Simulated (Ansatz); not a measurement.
Reactions of C$_{4}$H$_{7}$N (`CC1CC1=N`).

Isolated molecules relaxed with PBE0-D4/def2-TZVP in Ansatz; ΔE leaves out vibrations. CCSD(T)/CBS is the MP2 limit (def2-TZVPP, def2-QZVPP) plus CCSD(T) − MP2 in def2-TZVPP, frozen cores. This one scheme is used for every species, atoms too. DFT in def2-TZVPP. Open shells (•) are unrestricted, without spin–orbit coupling. Spin–orbit coupling would lower the free atoms: a little for C. One conformer a species, not always the lowest.

```tsv
reaction	B2PLYP (kcal/mol)	ωB97X-V (kcal/mol)	HF/CBS(def2) (kcal/mol)	CCSD(T)/CBS(def2) (kcal/mol)
`CC1CC1=N` → `CCC1=NC1`	0.9	1.5	0.7	0.6
`CC1CC1=N` → `CC(C)C#N`	-40.2	-35.9	-44.6	-40.0
`CC1CC1=N` → `C=NC(=C)C`	-14.5	-10.3	-16.5	-14.2
`CC1CC1=N` → `CCCC#N`	-39.7	-35.3	-44.6	-39.1
`CC1CC1=N` → 4 C• + 7 H• + N•	1157.5	1170.6	838.6	1163.4
`CC1CC1=N` → `C1=NCCC1`	-29.8	-30.5	-32.0	-31.7
`CC1CC1=N` + H–F → `N=C1CC1F` + CH₄	11.6	11.1	10.1	15.0
`CC1CC1=N` + HCl → `N=C1CC1Cl` + CH₄	5.8	6.3	7.4	6.9
`CC1CC1=N` → `CC#CNC`	4.0	9.1	1.5	6.0
`CC1CC1=N` → `C=CC(=C)N`	-20.2	-14.9	-21.2	-20.3
```

Largest T1 diagnostic: 0.012, for `C=NC(=C)C`.
